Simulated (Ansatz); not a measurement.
This geometry of CH2Cl2 + Cl (6 atoms, charge 0, multiplicity 2) is a first-order saddle point.

Computed with Ansatz 0.2.0, UKS PBE0/def2-SVP.

```xyz
6
Properties=species:S:1:pos:R:3
H -0.344 0.499 -0.003
C 0.287 -0.395 0.142
Cl -0.332 -1.690 -0.883
Cl 0.272 -0.789 1.861
Cl -1.201 2.553 -0.962
H 1.319 -0.179 -0.156
```

Problem. Which two structures does it join? (They come from a converged band through this point; their orientation in space is the band's.)

Solution. Bonds broken: H1–C2. Bonds formed: H1–Cl5. CH2Cl2 + Cl becomes CHCl2 + ClH.

Initial state:

```xyz
6
Properties=species:S:1:pos:R:3
H -0.123 0.484 -0.149
C 0.370 -0.456 0.124
Cl -0.335 -1.752 -0.852
Cl 0.167 -0.700 1.864
Cl -1.523 2.836 -0.896
H 1.443 -0.412 -0.091
```

Final state:

```xyz
6
Properties=species:S:1:pos:R:3
H -0.740 1.144 -0.326
C 0.416 -0.662 0.191
Cl -0.238 -1.872 -0.811
Cl 0.246 -0.794 1.879
Cl -0.998 2.338 -0.759
H 1.314 -0.155 -0.174
```

Problem. How far does it lie above each of them?

Solution. 0.028 eV above the first and 0.258 eV above the second. This is the barrier of this one path; another mechanism may lie lower.

The run took 5.1 min on 2 threads of Arm Neoverse V2 (shared host), peak memory 0.32 GiB.
